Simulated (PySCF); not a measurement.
Molfile (atoms numbered from 1):
```
C3H7F
     RDKit          3D

 11 10  0  0  0  0  0  0  0  0999 V2000
   -1.1902   -0.4511    0.2131 C   0  0  0  0  0  0  0  0  0  0  0  0
   -0.1170    0.5353   -0.2196 C   0  0  0  0  0  0  0  0  0  0  0  0
    1.2872   -0.0360   -0.1034 C   0  0  0  0  0  0  0  0  0  0  0  0
   -0.2027    1.6623    0.5848 F   0  0  0  0  0  0  0  0  0  0  0  0
   -1.0134   -0.7633    1.2395 H   0  0  0  0  0  0  0  0  0  0  0  0
   -1.1694   -1.3240   -0.4324 H   0  0  0  0  0  0  0  0  0  0  0  0
   -2.1724    0.0109    0.1540 H   0  0  0  0  0  0  0  0  0  0  0  0
   -0.3066    0.8946   -1.2401 H   0  0  0  0  0  0  0  0  0  0  0  0
    1.4793   -0.3441    0.9216 H   0  0  0  0  0  0  0  0  0  0  0  0
    1.3880   -0.8956   -0.7592 H   0  0  0  0  0  0  0  0  0  0  0  0
    2.0227    0.7136   -0.3842 H   0  0  0  0  0  0  0  0  0  0  0  0
  1  2  1  0
  2  3  1  0
  2  4  1  0
  1  5  1  0
  1  6  1  0
  1  7  1  0
  2  8  1  0
  3  9  1  0
  3 10  1  0
  3 11  1  0
M  END
```

All values are calculated (PySCF 2.14): coordinates at the GFN2-xTB level, shielding tensors at PBE0/pcSseg-1 (GIAO). No solvent, relativity neglected, a single conformation, equivalent nuclei averaged.

Referencing at the same level of theory: ¹³C and ¹H against TMS; CFCl3 for ¹⁹F.

```tsv
atoms	nucleus	count	δ (ppm)
H8	¹H	1	?
C1/C3	¹³C	2	25.2
C2	¹³C	1	89.7
H5/H6/H7/H9/H10/H11	¹H	6	?
F4	¹⁹F	1	-200.7
```

Fill in the missing shifts.

Results:


- H8: 4.95 ppm, hydrogen on an sp3 CH bonded to F; its carbon carries F, which withdraws density
- H5/H6/H7/H9/H10/H11: 1.32 ppm, hydrogen on a methyl carbon

Shifts are as computed. Against solution values, carbons near 30 ppm lie about +3 ppm off and those near 130 ppm about +5 ppm. Of 1309 compounds with measured shifts, 239 miss one by over three times the rms of a fit or turn the order of signals round; such compounds aren't used in these exercises. Unscaled 19F shifts against computed CFCl3 carry errors that often reach 10 to 50 ppm.
